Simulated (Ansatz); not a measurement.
Mulliken charges of C$_{3}$H$_{5}$O (`C=CC[O]`) radical from PBE/def2-TZVPP in Ansatz (PBE0-D4/def2-TZVP geometry).

| atom | x (Å) | y (Å) | z (Å) | charge (e) |
| --- | --- | --- | --- | --- |
| C1 | -0.284 | 1.273 | 0.505 | -0.188 |
| C2 | 0.431 | 0.356 | -0.128 | -0.108 |
| C3 | -0.006 | -1.068 | -0.280 | 0.067 |
| O4 | 0.944 | -1.999 | -0.016 | -0.231 |
| H5 | -1.240 | 1.029 | 0.959 | 0.080 |
| H6 | 0.055 | 2.298 | 0.596 | 0.101 |
| H7 | 1.394 | 0.601 | -0.569 | 0.097 |
| H8 | -0.946 | -1.270 | 0.262 | 0.072 |
| H9 | -0.261 | -1.264 | -1.346 | 0.111 |

Task: By hand: the dipole of these point charges (1 e Å = 4.8032 D).

Result: Σ q r = (-0.267, 0.253, -0.145) e Å, of length 0.395 e Å = 1.90 D.

Task: How does the dipole of the full density compare? (Best estimate.)

Result: Computed: (-0.294, 0.303, -0.127) e Å, 2.12 D; the point charges give 0.90 times that, at 5° from its direction.

Point charges leave out the atoms' own dipoles, such as those of lone pairs, and Mulliken's split depends on the basis, so the close match here is no proof of good charges.
